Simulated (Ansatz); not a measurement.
**Al: Al vacancy**

The calculation used Ansatz, DFT r2SCAN, scalar-relativistic, plane waves, PAW. Settings: 500 eV cutoff, 4×4×4 k-mesh, Gaussian smearing of 0.10 eV, no spin polarisation.

Host crystal, relaxed:

```yaml
crystal:
  lattice:
    - [0.00000, 1.99634, 1.99634]
    - [1.99634, 0.00000, 1.99634]
    - [1.99634, 1.99634, 0.00000]
  atoms:
    - { symbol: Al, position: [0.00000, 0.00000, 0.00000] }
```

Supercell of 27 atoms, rows in host cell vectors: 0 3 0; 0 0 3; 3 0 0. Atoms relax at the host's cell, keeping the symmetry that the supercell leaves at the site. The cell is small, so energies carry finite-size errors of tenths of an eV. The host is a metal. Atoms are taken from and returned to the elements' standard states.

Defect: Al vacancy at (0.000, 0.000, 0.000) of the host cell.

Task: What is the formation energy of the neutral defect?

Result: 0.96 eV.

Task: Does the neutral defect carry a moment, and how do its surroundings relax?

Result: The neutral run had no spin polarisation, so a moment wasn't tested. The nearest neighbours before are 12 Al at 2.82 Å; after relaxation the atoms near the site are 12 Al at 2.81 Å; the largest move is 0.01 Å.

Cost: 2 runs of about 2.1 core-minutes in all, on Intel Xeon Platinum 8259CL (Skylake/Cascade Lake) (shared hosts).